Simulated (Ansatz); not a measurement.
Basis-set extrapolation for C₂H₇NO (`COCN`) (PBE0-D4/def2-TZVP geometry, frozen core, the Gaussian-basis code of Ansatz). Multiplicity 1, RHF reference.

```csv
,def2-TZVPP,def2-QZVPP
HF,-209.185132,-209.195585
MP2 correlation,-0.804776,-0.861753
CCSD(T) correlation,-0.869190,not run
```

Energies in hartree. Use E(X) = E(∞) + A·exp(−7.88·√X) for Hartree–Fock and E(X) = E(∞) + B·X^(−2.97) for correlation, with X = 3 and 4, and add CCSD(T) minus MP2 of the smaller set to the MP2 limit.

What is the CCSD(T) energy at the basis-set limit?

HF limit: -209.195585 + (-0.010453) × 0.13774 = -209.19702. MP2 limit: -0.861753 + (-0.056977) × 0.74074 = -0.90396. Higher-order term: -0.869190 − (-0.804776) = -0.06441. Total: -210.16539 hartree, 69.7 kcal/mol below CCSD(T)/def2-TZVPP.
